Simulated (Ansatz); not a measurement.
Li3H3 (the lowest singlet isomer of a short search). The state is a singlet with charge 0. Geometry r2SCAN-D4/def2-TZVP, basis def2-TZVP, Ansatz.

Cartesian coordinates in Å:
```
Li -0.743 -1.114 0.913
Li 1.152 -0.449 -1.049
Li -0.408 1.562 0.136
H -1.272 0.496 1.162
H 0.455 -1.727 -0.147
H 0.817 1.231 -1.015
```

```csv
run,HOMO (eV),LUMO (eV)
A,-8.72,0.76
B,-5.31,-0.78
C,-5.55,-0.28
D,-6.65,0.11
E,-9.31,1.31
F,-6.51,-0.18
```

LC-ωPBE has ω = 0.4 bohr⁻¹. The structure comes from a short search, and lower isomers may exist.

**Question.** The runs used LC-ωPBE, PBE, PBE0, r2SCAN, r2SCAN0, ωB97M-V. Estimate which is which.

**Answer.** A ωB97M-V (range-separated); B PBE (0 % exact exchange); C r2SCAN (0 % exact exchange); D r2SCAN0 (25 % exact exchange); E LC-ωPBE (range-separated); F PBE0 (25 % exact exchange). Exact exchange lowers occupied and raises empty levels; among semilocal functionals meta-GGAs tend to open the gap a little, and such runs are hard to tell apart. The gap grows from 4.53 eV (PBE) to 10.62 eV (LC-ωPBE).
